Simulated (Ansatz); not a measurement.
A run of Ansatz (development build ahead of 0.2.0) on doublet B₂H₆(+) at this shape:

```xyz
8

B     0.6999    0.4492    0.2905
B    -0.6999   -0.4492   -0.2905
H    -0.1338    0.6730   -0.7182
H     0.1338   -0.6730    0.7182
H     0.5426    1.3052    1.1220
H     1.7879    0.1905   -0.1546
H    -1.7879   -0.1905    0.1546
H    -0.5426   -1.3052   -1.1220
```

Its results:

```json
{
  "Converged": "yes",
  "Reference energy": "-52.34025 hartree",
  "Correlation energy": "-0.20000 hartree",
  "Total energy": "-52.54025 hartree",
  "Spin squared of the determinant": "0.782",
  "Stability test": "minimum"
}
```

Forces (eV/Å):
```csv
atom,Fx,Fy,Fz
B1,-4.205,-2.698,-1.744
B2,2.476,1.590,1.028
H3,0.157,0.096,0.069
H4,0.156,0.105,0.060
H5,0.712,1.166,0.960
H6,1.636,0.340,0.014
H7,-0.740,-0.054,0.087
H8,-0.192,-0.544,-0.474
```

(1) Which input gives this output? Name the method, the orbitals and the basis set, and write the input.

Answers

(1) UHF-MP2 in def2-SVP.

```yaml
crystal:
  periodic: [false, false, false]
  atoms:
    - { symbol: B, position_ang: [0.6999, 0.4492, 0.2905] }
    - { symbol: B, position_ang: [-0.6999, -0.4492, -0.2905] }
    - { symbol: H, position_ang: [-0.1338, 0.673, -0.7182] }
    - { symbol: H, position_ang: [0.1338, -0.673, 0.7182] }
    - { symbol: H, position_ang: [0.5426, 1.3052, 1.122] }
    - { symbol: H, position_ang: [1.7879, 0.1905, -0.1546] }
    - { symbol: H, position_ang: [-1.7879, -0.1905, 0.1546] }
    - { symbol: H, position_ang: [-0.5426, -1.3052, -1.122] }
basis:
  gaussian: { orbitals: def2-SVP }
total_charge: 1
magnetization:
  spin_polarized: true
  initial_magnetization: 1
hamiltonian:
  xc: hf
correlation:
  method: mp2
  frozen_orbitals: { B: 1, H: 0 }
output:
  forces: true
```

Caution: MP2 on this radical cation hangs on the determinant chosen; the determinant breaks the point group.
